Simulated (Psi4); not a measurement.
This Psi4 input (MP2/def2-SVP) gives -177.19666 Eh with 57 basis functions.

```
memory 6899 MB

molecule {
0 1
C     0.00476229    0.43392420   -0.00203639
C     1.18383408   -0.15360148    0.00493325
F    -1.14596015   -0.26718838   -0.00280751
H    -0.17580160    1.50100015   -0.00772733
H     1.28003303   -1.23028006    0.01036986
H     2.07783169    0.45203897    0.00524394
}

set {
  basis def2-svp
  scf_type df
  freeze_core true
}

energy('mp2')
print_variables()
```

Change:
```diff
- basis def2-svp
+ basis aug-pcseg-1
```

Q: What does the run give now?

A: -177.31202 Eh (MP2/aug-pcseg-1, 96 functions), a change of -115.36 mEh.
